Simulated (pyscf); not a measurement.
Thermochemistry of product channels of bromomethane (H₃C–Br) + Cl atom (Cl•) on the doublet surface, in kcal/mol, from CCSD(T)/def2-TZVPP + ΔMP2(QZVPP) energies (ideal gas, 1 atm, RRHO with modes under 100 cm⁻¹ raised to 100, one conformer, R ln 2 for rigid chiral ones). Structures and frequencies: ωB97X-D3(BJ)/def2-SVP in PySCF. Correlated levels are frozen-core, on RHF or UHF. ΔMP2 is the change of the MP2 total energy from the triple- to the quadruple-zeta basis.

| products | ΔE | ΔH(298 K) | ΔG(298 K) | ΔG(1200 K) |
|---|---|---|---|---|
| methyl (CH₃•) + Cl–Br | +22.5 | +19.0 | +16.8 | +9.2 |
| chloromethane (H₃C–Cl) + Br atom (Br•) | -9.6 | -9.3 | -9.3 | -8.7 |
| •H₂C–Cl + hydrogen bromide (HBr) | +3.0 | -1.4 | -4.5 | -14.9 |

These are energies of the channels, which say nothing of barriers. The CCSD(T) − MP2 part came from Ansatz, without density fitting, on the same reference. The frozen core leaves the outer d or s,p core shells of the metals and heavy elements correlated in the MP2 and CC values, and def2-TZVPP describes them poorly, which can shift differences by a few kcal/mol. Left out: orbital degeneracy and the spin-orbit lowering of Br, Cl, which is large for Br, Se, Te and I. Elements up to Kr have no core potential and no relativistic terms here.
